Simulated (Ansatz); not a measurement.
# CH6Si: the cost of one run

Method: RKS PBE-D4/6-31G*, in Ansatz 0.2.0.

### 1 The structure to begin with

Bond lengths: Si1–C2 1.870 Å, C2–H3 1.110 Å, C2–H4 1.110 Å, C2–H5 1.110 Å, Si1–H6 1.460 Å, Si1–H7 1.459 Å, Si1–H8 1.459 Å. Angles: Si1–C2–H3 109.5°, Si1–C2–H4 109.5°, Si1–C2–H5 109.5°, H3–C2–H4 109.4°, H3–C2–H5 109.4°, H4–C2–H5 109.4°, C2–Si1–H6 109.5°, C2–Si1–H7 109.5°, C2–Si1–H8 109.5°, H6–Si1–H7 109.5°, H6–Si1–H8 109.5°, H7–Si1–H8 109.5°.

Coordinates:

```xyz
8

Si    0.0000    0.0000    0.0000
C     0.0000    0.0000    1.8700
H    -0.9996   -0.3092    2.2405
H     0.7676   -0.7111    2.2405
H     0.2320    1.0203    2.2405
H     1.3768    0.0000   -0.4862
H    -0.6877    1.1914   -0.4862
H    -0.6877   -1.1914   -0.4862
```

### 2 Preparing the start

input.yaml reads:

```yaml
crystal:
  periodic: [false, false, false]
  atoms:
    - { symbol: Si, position_ang: [0.0, 0.0, 0.0] }
    - { symbol: C, position_ang: [0.0, 0.0, 1.87] }
    - { symbol: H, position_ang: [-0.9996, -0.3092, 2.2405] }
    - { symbol: H, position_ang: [0.7676, -0.7111, 2.2405] }
    - { symbol: H, position_ang: [0.232, 1.0203, 2.2405] }
    - { symbol: H, position_ang: [1.3768, 0.0, -0.4862] }
    - { symbol: H, position_ang: [-0.6877, 1.1914, -0.4862] }
    - { symbol: H, position_ang: [-0.6877, -1.1914, -0.4862] }
basis:
  gaussian: { orbitals: "6-31G*" }
hamiltonian:
  xc: pbe
  dispersion: d4
relax:
  f_tol: 0.02
  max_steps: 40
output:
  orbitals: {}
```

Run with:

```sh
> ansatz run input.yaml --threads 1 --pin off --max-ram 2048MiB --backend cpu --events-out ev --progress --plain --runs-dir out
```

Q: Estimate wall time and peak memory on 1 thread of Arm Neoverse V1, shared host.

About 9.4 s, with a peak of 0.1 GiB.
